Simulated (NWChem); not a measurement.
# A workflow on BH2SCl (SMILES SBCl)

We compute a single-point energy (singlet BH2SCl, BLYP-D2/pcseg-1), then a single-point energy (singlet C2H2S, BLYP-D2/pcseg-1), then a single-point energy (singlet BH2SCl, BLYP-D2/pcseg-1), then a single-point energy (singlet C2H2S, BLYP-D2/pcseg-1) of BClH2S and its partners. 

The calculation is run with NWChem 7.3.0.

## (1) The structure to begin with

BH2SCl: 5 atoms, total charge 0, spin state singlet. As SMILES, `SBCl`. The two molecules were placed rigidly side by side, at 0.8 times their contact distance; the pair isn't optimised.

Bond lengths: S1–B2 1.779 Å, B2–Cl3 1.745 Å, S1–H4 1.343 Å, B2–H5 1.189 Å. Angles: S1–B2–Cl3 118.6°, S1–B2–H5 122.1°, Cl3–B2–H5 119.3°, B2–S1–H4 96.0°.

## (2) The energy at BLYP-D2/pcseg-1 (run 2)

The input, sp.nw:

```
start sp
title "BClH2S"
memory 2200 mb

geometry units angstrom noautosym nocenter noautoz
 S    -1.304480    0.005980   -0.315240
 B     0.392920   -0.203020    0.172960
 Cl    0.878720   -1.724120    0.877160
 H    -1.167580    1.262980   -0.768840
 H     1.200420    0.658180    0.033960
end

basis "ao basis" spherical bse
 * library pcseg-1
end

dft
 xc becke88 lyp
 disp vdw 2
 grid fine
 convergence energy 1e-08
 maxiter 100
 mulliken
 print low
end

task dft energy
```

Launch:

```
$ nwchem sp.nw > sp.out
```

Log:

```text
[...]
 d= 0,ls=0.0,diis     1   -884.3994523454 -1.00D+03  2.04D-02  4.22D-01     1.1
[...]
 d= 0,ls=0.0,diis    10   -884.4536321909 -6.06D-09  1.01D-06  3.08D-09     7.3
         Total DFT energy =     -884.453632190860
      One electron energy =    -1450.326851024253
           Coulomb energy =      508.619749560059
    Exchange-Corr. energy =      -58.723797966471
 Nuclear repulsion energy =      115.979439872563
    Dispersion correction =       -0.002172632758
[...]
      Total Density - Mulliken Population Analysis
     ---------------------------------------------
    Atom       Charge   Shell Charges
 -----------   ------   -------------------------------------------------------
    1 S   16    16.07   2.00  1.99  1.26  0.58  5.98  3.27  0.93  0.06
    2 B    5     4.95   1.99  0.70  0.28  1.57  0.36  0.04
    3 Cl  17    17.15   2.00  1.99  1.28  0.67  5.98  3.85  1.36  0.03
    4 H    1     0.89   0.73  0.15  0.02
    5 H    1     0.94   0.78  0.15  0.01
[...]
```

It took 8.1 s on 1 thread of Intel Xeon 6975P-C (Granite Rapids), shared host; peak memory 0.11 GiB.

## (3) C2H2S: a single-point energy at BLYP-D2/pcseg-1 (run 3)

The input, mymol.nw:

```
start mymol
title "C2H2S"
memory stack 880 mb heap 220 mb global 1100 mb
charge 0

geometry units atomic noautosym nocenter noautoz
C   -3.73731136  -1.59354935   6.54884588
C   -4.74695423  -2.31704989   4.64354842
S   -5.92414022  -3.44132355   1.91926254
H   -2.86631769  -0.94267098   8.24060430
H   -8.26876122  -2.49504320   2.19380196
end

basis spherical bse
C library pcseg-1
S library pcseg-1
H library pcseg-1
end

dft
xc becke88 lyp
disp vdw 2
grid fine
convergence energy 1e-08
maxiter 100
mulliken
noprint "final vectors analysis"
end

task dft energy
```

Launch:

```
$ nwchem mymol.nw > mymol.out
```

Log:

```text
[...]
          Wavefunction type:  closed shell.
          No. of atoms     :     5
          No. of electrons :    30
[...]
          Charge           :     0
          Spin multiplicity:     1
[...]
          AO basis - number of functions:    56
[...]
              XC Information
              --------------
                    Becke 1988 Exchange Functional  1.000
              Lee-Yang-Parr Correlation Functional  1.000
[...]
 d= 0,ls=0.0,diis     1   -475.4207888955 -5.54D+02  1.96D-02  4.00D-01     0.8
[...]
 d= 0,ls=0.0,diis    11   -475.4678016160 -1.65D-09  2.87D-07  2.12D-10     5.1
         Total DFT energy =     -475.467801616017
      One electron energy =     -809.635366129804
           Coulomb energy =      292.349088034839
    Exchange-Corr. energy =      -37.179702837698
 Nuclear repulsion energy =       78.999483836331
    Dispersion correction =       -0.001304519685
[...]
      Total Density - Mulliken Population Analysis
     ---------------------------------------------
    Atom       Charge   Shell Charges
 -----------   ------   -------------------------------------------------------
    1 C    6     6.19   1.99  0.73  0.72  2.08  0.63  0.02
    2 C    6     5.95   1.99  0.75  0.46  2.11  0.60  0.03
    3 S   16    16.01   2.00  1.99  1.26  0.59  5.98  3.24  0.85  0.10
    4 H    1     0.98   0.76  0.20  0.02
    5 H    1     0.88   0.73  0.13  0.02
[...]
```

Wall time 6 s (1 thread of Intel Xeon 6975P-C (Granite Rapids), shared host); peak memory 0.11 GiB.

## (4) BH2SCl among ghost functions: a single-point energy at BLYP-D2/pcseg-1 (with ghost functions) (run 4)

The input, nw.nw:

```
start nw
title "BClH2S"
memory 2200 mb
geometry units angstroms noautosym nocenter noautoz
   S    -1.304480    0.005980   -0.315240
   B     0.392920   -0.203020    0.172960
   Cl    0.878720   -1.724120    0.877160
   H    -1.167580    1.262980   -0.768840
   H     1.200420    0.658180    0.033960
   bqC     -1.977700    -0.843270     3.465500
   bqC     -2.511980    -1.226130     2.457260
   bqS     -3.134920    -1.821070     1.015630
   bqH     -1.516790    -0.498840     4.360740
   bqH     -4.375640    -1.320320     1.160910
end
basis spherical bse
   S library pcseg-1
   B library pcseg-1
   Cl library pcseg-1
   H library pcseg-1
   bqC library C pcseg-1
   bqS library S pcseg-1
   bqH library H pcseg-1
end
dft
   xc becke88 lyp
   mult 1
   disp vdw 2
   grid fine
   convergence energy 1e-08
   iterations 100
   mulliken
   print low
end
task dft
```

Launch:

```
$ nwchem nw.nw > nw.out
```

Log:

```text
[...]
 d= 0,ls=0.0,diis     1   -884.3998151735 -1.00D+03  1.07D-02  4.25D-01     4.3
[...]
 d= 0,ls=0.0,diis    10   -884.4540258323 -6.05D-09  5.40D-07  3.29D-09    27.4
         Total DFT energy =     -884.454025832313
      One electron energy =    -1450.316759015649
           Coulomb energy =      508.607853532106
    Exchange-Corr. energy =      -58.722387588575
 Nuclear repulsion energy =      115.979439872563
    Dispersion correction =       -0.002172632758
[...]
      Total Density - Mulliken Population Analysis
     ---------------------------------------------
    Atom       Charge   Shell Charges
 -----------   ------   -------------------------------------------------------
    1 S   16    16.07   2.00  1.99  1.26  0.58  5.98  3.27  0.94  0.06
    2 B    5     4.95   1.99  0.70  0.28  1.57  0.36  0.04
    3 Cl  17    17.15   2.00  1.99  1.28  0.67  5.98  3.85  1.35  0.03
    4 H    1     0.89   0.73  0.15  0.02
    5 H    1     0.94   0.78  0.15  0.01
    6 X    0     0.00   0.00  0.00  0.00  0.00  0.00  0.00
    7 X    0     0.00   0.00  0.00  0.00  0.00  0.00 -0.00
    8 X    0    -0.01  -0.00 -0.00  0.00 -0.01 -0.00  0.00 -0.01  0.00
    9 X    0     0.00  -0.00  0.00  0.00
   10 X    0     0.00   0.00  0.00  0.00
[...]
```

Wall time 28 s (1 thread of Intel Xeon 6975P-C (Granite Rapids), shared host); peak memory 0.12 GiB.

## (5) C2H2S among ghost functions: a single-point energy at BLYP-D2/pcseg-1 (with ghost functions) (run 5)

The input, run.nw:

```
start run
memory 2200 mb
charge 0

geometry units au noautosym nocenter noautoz
  C     -3.73731136    -1.59354935     6.54884588
  C     -4.74695423    -2.31704989     4.64354842
  S     -5.92414022    -3.44132355     1.91926254
  H     -2.86631769    -0.94267098     8.24060430
  H     -8.26876122    -2.49504320     2.19380196
  bqS     -2.465110     0.011301    -0.595717
  bqB      0.742511    -0.383652     0.326847
  bqCl     1.660540    -3.258115     1.657592
  bqH     -2.206406     2.386686    -1.452897
  bqH      2.268465     1.243780     0.064175
end

basis spherical bse
  C library pcseg-1
  S library pcseg-1
  H library pcseg-1
  bqS library S pcseg-1
  bqB library B pcseg-1
  bqCl library Cl pcseg-1
  bqH library H pcseg-1
end

dft
  xc becke88 lyp
  disp vdw 2
  grid fine
  convergence energy 1e-08
  maxiter 100
  mulliken
  print low
end

task dft energy
```

Launch:

```
$ nwchem run.nw > run.out
```

Log:

```text
[...]
 d= 0,ls=0.0,diis     1   -475.4212531041 -5.54D+02  9.51D-03  4.04D-01     4.0
[...]
 d= 0,ls=0.0,diis    11   -475.4683578205 -1.91D-09  1.29D-07  1.47D-10    28.4
         Total DFT energy =     -475.468357820533
      One electron energy =     -809.618435783702
           Coulomb energy =      292.329787807241
    Exchange-Corr. energy =      -37.177889160717
 Nuclear repulsion energy =       78.999483836331
    Dispersion correction =       -0.001304519685
[...]
      Total Density - Mulliken Population Analysis
     ---------------------------------------------
    Atom       Charge   Shell Charges
 -----------   ------   -------------------------------------------------------
    1 C    6     6.19   1.99  0.73  0.72  2.08  0.63  0.02
    2 C    6     5.94   1.99  0.75  0.46  2.11  0.60  0.03
    3 S   16    16.02   2.00  1.99  1.26  0.59  5.98  3.24  0.87  0.10
    4 H    1     0.98   0.76  0.20  0.02
    5 H    1     0.88   0.73  0.14  0.02
    6 X    0    -0.01  -0.00 -0.00  0.00 -0.00 -0.00  0.00 -0.01  0.00
    7 X    0     0.00   0.00  0.00  0.00  0.00  0.00  0.00
    8 X    0     0.00  -0.00 -0.00 -0.00  0.00 -0.00  0.00  0.00  0.00
    9 X    0    -0.00  -0.00 -0.00 -0.00
   10 X    0    -0.00  -0.00 -0.00 -0.00
[...]
```

Run time: 29 s. Hardware: 1 thread of Intel Xeon 6975P-C (Granite Rapids), shared host; peak memory 0.12 GiB.

## (6) Summary of results

```
                                       quantity          value
           run 2, BLYP-D2/pcseg-1: total energy  -884.45363 Eh
      run 2, BLYP-D2/pcseg-1: dispersion energy   -5.70 kJ/mol
                            C2H2S: total energy  -475.46780 Eh
                           C2H2S: dipole moment         0.95 D
                       C2H2S: dispersion energy   -3.43 kJ/mol
     BH2SCl among ghost functions: total energy  -884.45403 Eh
BH2SCl among ghost functions: dispersion energy   -5.70 kJ/mol
      C2H2S among ghost functions: total energy  -475.46836 Eh
 C2H2S among ghost functions: dispersion energy   -3.43 kJ/mol
```

Mulliken charges (run 2, BLYP-D2/pcseg-1) run from -0.15 on Cl3 to +0.11 on H4.
